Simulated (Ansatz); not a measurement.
Calculated with Ansatz (gas phase, PBE0-D4/def2-TZVP geometries, no zero-point term in ΔE). CCSD(T)/CBS is extrapolated from def2-TZVPP and def2-QZVPP, frozen cores. Functionals use def2-TZVPP. B3LYP here is the variant with VWN-RPA as its local correlation; programs differ in this. Open shells (•) are unrestricted, without spin–orbit coupling. Spin–orbit coupling would lower the free atoms: a little for Cl, Si.

`Cl[SiH](Cl)Cl` → 3 Cl• + H• + Si•  (atomization)

Question: What is ΔE at CCSD(T)/CBS? (An estimate is asked.)

Answer: Ansatz gave: +374.7 kcal/mol.

Question: What do these levels give: r2SCAN-D4, B3LYP-D4, ωB97X-V, MP2/def2-SVP, CCSD/CBS(def2), MP2/CBS(cc)? (Best estimate.)

Answer: The calculation gave: r2SCAN-D4 375.6, B3LYP-D4 363.4, ωB97X-V 374.7, MP2/def2-SVP 344.8, CCSD/CBS(def2) 365.9, MP2/CBS(cc) 389.2 kcal/mol.

Question: What do rigid-rotor, harmonic-oscillator terms from PBE0-D4/def2-TZVP frequencies (298.15 K, 1 bar) make of the CCSD(T)/CBS value? (Best estimate.)

Answer: Ansatz gave: ΔZPE = -8.9 kcal/mol, ΔH = +369.3 kcal/mol, ΔS = 474 J/(mol·K), ΔG = +335.6 kcal/mol. Open shells count their whole term as degenerate.

Largest T1 diagnostic among the species: 0.012.

From r2SCAN to r2SCAN0 (25 % exact exchange), in def2-TZVPP and without D4, ΔE moves by −5.9 kcal/mol: exact exchange takes away binding that semilocal exchange gives to molecules. At CCSD(T), def2-SVP lies −41.0 kcal/mol from the extrapolated value and def2-TZVPP −16.6 kcal/mol: correlation converges slowly with the basis, and small sets miss more of it in the bonded molecule than in its fragments.
